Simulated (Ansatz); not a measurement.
A made-up structure of HS$_{3}$, doublet:

S1  (0.878, -0.170, 1.852)
S2  (-0.744, -0.162, 0.800)
S3  (-0.401, 0.692, -1.073)
H4  (-1.857, -0.038, 1.572)
(Å)

It is relaxed with PBE-D4/def2-SVP and then PBE0-D4/def2-TZVP (Ansatz 0.2.0). Atoms count as bonded within 1.22 times the sum of their covalent radii (H–H: 0.88 Å). The end point is not checked to be a true minimum.

(1) Does its bonding change? (A judgement: the text doesn't fix the answer.)

Answers

(1) The calculation gives: No: no bond forms or breaks.

Where it ends: The first stage lowers the energy by 0.61 eV in 6 steps. It ends as HS₃ ([S][SH][S]):
| atom | x (Å) | y (Å) | z (Å) |
| --- | --- | --- | --- |
| S1 | 0.8365 | -0.2037 | 2.0181 |
| S2 | -0.5959 | -0.2589 | 0.7184 |
| S3 | -0.6384 | 0.6893 | -0.9677 |
| H4 | -1.7255 | 0.0954 | 1.3824 |

Labels in which every atom is bracketed show which atoms are joined, not bond orders.

For scale, one of the runs: PBE0-D4/def2-TZVP relaxation, 117 basis functions, launched by `ansatz run in.yaml --threads 2 --pin off --events-out ev --progress --plain --max-ram 4352MiB`. Hardware: 2 CPU threads of an Intel Xeon Platinum 8259CL, shared host. Wall time about 23 s.
